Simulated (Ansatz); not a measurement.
`CO/C=C(/N)O` at its PBE0-D4/def2-TZVP geometry, where that method's forces vanish. The species carries charge 0 and has multiplicity 1.

```xyz
13

C    -1.1918    1.3174    1.2474
O    -0.0490    0.4875    1.2137
C    -0.1437   -0.5313    0.2862
C     0.7428   -0.5458   -0.7173
N     0.7832   -1.4387   -1.7689
O     1.7103    0.3894   -0.8138
H    -1.0145    2.0846    2.0024
H    -1.3681    1.7893    0.2741
H    -2.0835    0.7432    1.5254
H    -0.9097   -1.2847    0.4295
H     1.7244   -1.7141   -2.0118
H     0.1802   -2.2362   -1.6441
H     1.6195    0.9395   -0.0229
```

**Question.** What forces (eV/Å) does r2SCAN-D4/def2-TZVPP give on these atoms in the Gaussian-basis code of Ansatz? (Best estimate.)

**Answer.** Ansatz gave: 
```
C1  -0.276  0.223  0.032
O2   0.304  0.039  0.202
C3  -0.220 -0.250 -0.008
C4  -0.050 -0.118 -0.023
N5  -0.003 -0.036 -0.147
O6   0.255  0.191 -0.093
H7   0.000 -0.014 -0.010
H8  -0.002 -0.001 -0.005
H9   0.000 -0.006 -0.006
H10 -0.016 -0.001  0.011
H11  0.025 -0.030 -0.004
H12  0.000 -0.020  0.012
H13 -0.018  0.022  0.039
```
